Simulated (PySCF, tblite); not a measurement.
# How well do the runs reproduce experiment for furan?

**Measured values to compare with.**

NIST CCCBDB Release 22 (SRD 101), experimental dipoles lists, for the gas: dipole moment (microwave Stark effect) 0.66 D.

From NIST CCCBDB Release 22 (SRD 101), experimental polarizabilities, for the gas: mean polarisability 7.23 Å³.

From CRC Handbook of Chemistry and Physics, for the gas at 298.15 K: standard entropy 267.2 J/(mol K).

The runs below try to reproduce these values; the comparison stands at the end.

Compound: furan, C4H4O.
SMILES with atom numbers: `[cH:1]1[cH:2][cH:3][o:4][cH:5]1` (hydrogens: H6 on C1; H7 on C2; H8 on C3; H9 on C5)

Geometry (GFN2-xTB, Å), atoms numbered from 1 in this order:
```xyz
9
C4H4O angstrom
C     -0.849    0.550   -0.110
C      0.527    0.872   -0.009
C      1.178   -0.315    0.119
O      0.307   -1.337    0.104
C     -0.918   -0.806   -0.035
H     -1.667    1.232   -0.221
H      0.965    1.849   -0.030
H      2.217   -0.555    0.225
H     -1.748   -1.485   -0.066
```

Runs made with PySCF (gas phase, on this GFN2-xTB geometry; no spin–orbit coupling):

```json
{"level": "PBE0/pcSseg-1", "job": "shieldings, ring-centre shieldings, charges and field gradients", "basis functions": "105"}
{"level": "HSE06/pcSseg-1", "job": "shieldings, ring-centre shieldings, charges and field gradients", "basis functions": "105"}
{"level": "PBE0/def2-SVPD", "job": "8 singlets by full TDDFT, 3 Tamm–Dancoff triplets, polarisability", "basis functions": "135"}
{"level": "B3LYP/pcJ-1", "job": "spin–spin couplings from 9 perturbed nuclei", "basis functions": "175"}
```

GFN2-xTB wavenumbers (cm⁻¹, harmonic, unscaled, at the method's own geometry): 588, 606, 766, 782, 830, 846, 851, 856, 1027, 1056, 1080, 1164, 1170, 1233, 1374, 1452, 1567, 3168, 3170, 3184, 3193. Point group C2v, symmetry number 2. Entropy at 298.15 K and 1 bar in J/(mol K): translation 161.5, rotation 95.2, vibration 10.3.

Results beside the measurements:

**Dipole moment.** Measured: 0.66 D (NIST CCCBDB Release 22 (SRD 101), experimental dipoles).

```
         level  computed (D)  computed − measured (D)  % (from the printed values)
 PBE0/pcSseg-1          0.59                    -0.07                          -11
HSE06/pcSseg-1          0.59                    -0.07                          -11
PBE0/def2-SVPD          0.63                    -0.03                           -5
   B3LYP/pcJ-1          0.61                    -0.05                           -8
```

All 4 levels lie below the measurement. The computed dipoles belong to one fixed geometry; measured ones are averaged over vibrations unless marked μe. Magnitudes are compared, not signs.

**Mean polarisability.** Measured: 7.23 Å³ (NIST CCCBDB Release 22 (SRD 101), experimental polarizabilities).

```
         level  computed (Å³)  computed − measured (Å³)  % (from the printed values)
PBE0/def2-SVPD           6.85                     -0.38                           -5
```

The computed values are static and purely electronic, with core orbitals frozen in the response (1 au = 0.148185 Å³). The table of measured values doesn't say here whether a value is static or optical, or holds a vibrational part.

**Standard entropy at 298.15 K.** Measured: 267.2 J/(mol K) (298.15 K; CRC Handbook of Chemistry and Physics).

```csv
level,computed (J/(mol K)),computed − measured (J/(mol K)),% (from the printed values)
"GFN2-xTB, rigid rotor and harmonic oscillator",267.0,-0.2,0
```

Ideal gas at 1 bar, most abundant isotopes; table values of this kind come from calorimetry or from spectroscopic constants.

No measured geometry was used, and the causes of the misses weren't examined.
